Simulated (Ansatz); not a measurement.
# CHFSi (SMILES C#[Si]F): one structure at several levels

Aim: energy, forces and dipole at a structure displaced at random from a GFN2-xTB minimum, from CCSD(T) and from density functionals.

Computed with Ansatz 0.2.0, Gaussian basis. Level: single points in def2-TZVPP.

Cores are frozen in the correlated methods. B3LYP uses VWN-RPA correlation.

## Step 1: The starting structure

SMILES `C#[Si]F`, 4 atoms, charge 0, spin multiplicity 1.

Atoms are counted from 1 here; the program's logs count them from 0.

Bond lengths: C1–Si2 1.721 Å, C1–H4 1.142 Å, Si2–F3 1.641 Å. Angles: Si2–C1–H4 113.5°, C1–Si2–F3 163.0°.

Coordinates:

```
C     0.3675    1.0318    0.2833
Si   -0.0331   -0.6147   -0.0202
F    -0.1879   -2.2431    0.1149
H    -0.1305    1.7620   -0.4397
```

## Step 2: CCSD(T)/def2-TZVPP

Contents of run/in.yaml:

```yaml
crystal:
  periodic: [false, false, false]
  atoms:
    - {symbol: C, position_ang: [0.367500, 1.031800, 0.283300]}
    - {symbol: Si, position_ang: [-0.033100, -0.614700, -0.020200]}
    - {symbol: F, position_ang: [-0.187900, -2.243100, 0.114900]}
    - {symbol: H, position_ang: [-0.130500, 1.762000, -0.439700]}
basis:
  gaussian: {orbitals: def2-TZVPP}
correlation: {method: ccsd_t}
output: {forces: true}
```

No record of the launch command was kept for these runs.

## Step 3: PBE0-D4/def2-TZVPP

run/in.yaml: that of step 2 with these lines changed.

```diff
@@ -9,3 +9,3 @@
   gaussian: {orbitals: def2-TZVPP}
-correlation: {method: ccsd_t}
-output: {forces: true}
+hamiltonian: {xc: pbe0, dispersion: d4}
+output: {forces: true, orbitals: {seedname: orbitals}}
```

## Step 4: wB97M-V/def2-TZVPP

run/in.yaml: that of step 3 with these lines changed.

```diff
@@ -9,3 +9,3 @@
   gaussian: {orbitals: def2-TZVPP}
-hamiltonian: {xc: pbe0, dispersion: d4}
-output: {forces: true, orbitals: {seedname: orbitals}}
+hamiltonian: {xc: {name: wB97M-V}}
+output: {forces: true}
```

## Step 5: r2SCAN-D4/def2-TZVPP

run/in.yaml: that of step 4 with these lines changed.

```diff
@@ -9,3 +9,3 @@
   gaussian: {orbitals: def2-TZVPP}
-hamiltonian: {xc: {name: wB97M-V}}
+hamiltonian: {xc: r2scan, dispersion: d4}
 output: {forces: true}
```

## Step 6: PBE-D4/def2-TZVPP

run/in.yaml: that of step 5 with these lines changed.

```diff
@@ -9,3 +9,3 @@
   gaussian: {orbitals: def2-TZVPP}
-hamiltonian: {xc: r2scan, dispersion: d4}
+hamiltonian: {xc: pbe, dispersion: d4}
 output: {forces: true}
```

## Step 7: BHLYP-D4/def2-TZVPP

run/in.yaml: that of step 6 with these lines changed.

```diff
@@ -9,3 +9,3 @@
   gaussian: {orbitals: def2-TZVPP}
-hamiltonian: {xc: pbe, dispersion: d4}
+hamiltonian: {xc: {name: BHLYP}, dispersion: d4}
 output: {forces: true}
```

## Step 8: B3LYP-D4/def2-TZVPP

run/in.yaml: that of step 7 with these lines changed.

```diff
@@ -9,3 +9,3 @@
   gaussian: {orbitals: def2-TZVPP}
-hamiltonian: {xc: {name: BHLYP}, dispersion: d4}
+hamiltonian: {xc: {name: B3LYP}, dispersion: d4}
 output: {forces: true}
```

(Steps that only read results are left out.)

What does the calculation give? Wanted: energy less free atoms, CCSD(T)/def2-TZVPP; RMS force component; RMS force error; HOMO and LUMO, PBE0-D4; T1 diagnostic.

As calculated:

| quantity | value |
| --- | --- |
| energy less free atoms, CCSD(T)/def2-TZVPP | -1262.6 kJ/mol |
| RMS force component | 0.594 to 0.982 eV/Å over the methods |
| RMS force error | PBE0-D4 0.274, wB97M-V 0.310, r2SCAN-D4 0.247, PBE-D4 0.335, BHLYP-D4 0.349, B3LYP-D4 0.225 eV/Å |
| HOMO and LUMO, PBE0-D4 | -6.82 and -3.22 eV |
| T1 diagnostic | 0.025 |

**Reading.** Against CCSD(T) the functionals' energies less atoms differ by -97.5 to +91.1 kJ/mol, PBE-D4 by -97.5 kJ/mol. CCSD(T) in triple zeta still lacks some correlation energy of the bonds, so part of these gaps is its own basis error and they don't rank the functionals. For forces B3LYP-D4 does best and BHLYP-D4 worst. Frozen-core CCSD(T) forces in triple zeta carry basis errors of their own, and this is one geometry, so small gaps rank nothing. The T1 diagnostic is large here, over the usual mark for main-group molecules (transition-metal compounds often pass it harmlessly), so CCSD(T) itself may be off. The restricted Hartree–Fock reference is unstable towards an unrestricted one at one or more of these structures.
